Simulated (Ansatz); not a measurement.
**Exact exchange and the electronic atomisation energy of CHCl2F (dichlorofluoromethane)**

The species is CHCl2F (5 atoms), meant as a singlet with charge 0. As SMILES, `FC(Cl)Cl`. The coordinates come from a PBE0-D4/def2-TZVP relaxation.

The electronic atomisation energy y, in eV, basis def2-SVPD; a is the functional's share of exact exchange. Programs: Ansatz 0.2.0.

| functional | program | a | y (eV) |
| --- | --- | --- | --- |
| revPBE | Ansatz | 0 | 16.34 |
| r2SCAN | Ansatz | 0 | 16.65 |
| B3LYP | Ansatz | 0.2 | 16.08 |
| r2SCAN0 | Ansatz | 0.25 | 16.11 |
| PBE0 | Ansatz | 0.25 | ? |
| BHLYP | Ansatz | 0.5 | 15.25 |

Task: Fit y = c + s·a to the known rows and predict PBE0.

Result: 
1. Means of the 5 rows: a = 0.1900, y = 16.086.
2. Σ(Δa)² = 0.172, Σ(Δa·Δy) = -0.4132, so the slope is -0.4132/0.172 = -2.4023.
3. Intercept: 16.086 − (-2.4023) × 0.1900 = 16.542. The largest residual of the fit is 0.20.
4. PBE0: 16.542 + (-2.4023) × 0.25 = 15.94 eV.

The run gave 16.60 eV, so the prediction is off by -0.66 eV, more than the scatter of the fit. The rows mix families of semi-local functionals, which the line can't see.
